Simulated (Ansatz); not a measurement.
## bcc Ta

Calculation: LDA (Ansatz, an electronic-structure program, PAW).

Run with plane-wave cutoff 520 eV, 28×28×28 k mesh, Fermi–Dirac smearing 0.059 eV (set by the program), scalar-relativistic PAW data made under PBE.

Cell: measured lattice: a = 3.3029 Å, b = 3.3029 Å, c = 3.3029 Å, α = 90.00°, β = 90.00°, γ = 90.00°.

```json
{
  "elastic constant C11": "253 GPa",
  "elastic constant C12": "146 GPa",
  "elastic constant C44": "62.8 GPa",
  "Voigt–Reuss–Hill bulk modulus": "182 GPa",
  "Voigt–Reuss–Hill shear modulus (Hill average)": "58.9 GPa",
  "young_modulus": "159 GPa",
  "poisson_ratio": "0.354"
}
```

Measured, for comparison: elastic constant C11 266 GPa, elastic constant C12 158 GPa, elastic constant C44 87.4 GPa (0 K, extrapolated to 0 K; zero-point effects included; as tabulated in Wang et al. (2022), arXiv:2209.12322). Computed (rounded) less measured: elastic constant C11 -5 %, elastic constant C12 -8 %, elastic constant C44 -28 %.

Note: shear constants of such metals converge slowly with the k mesh; the cell isn't this level's own, so it is under some stress, which shifts stiffness and frequencies.

Elastic constants are with the ions relaxed.

Spin–orbit coupling is not included.

Computing time: about 4 core-minutes (a rough figure).
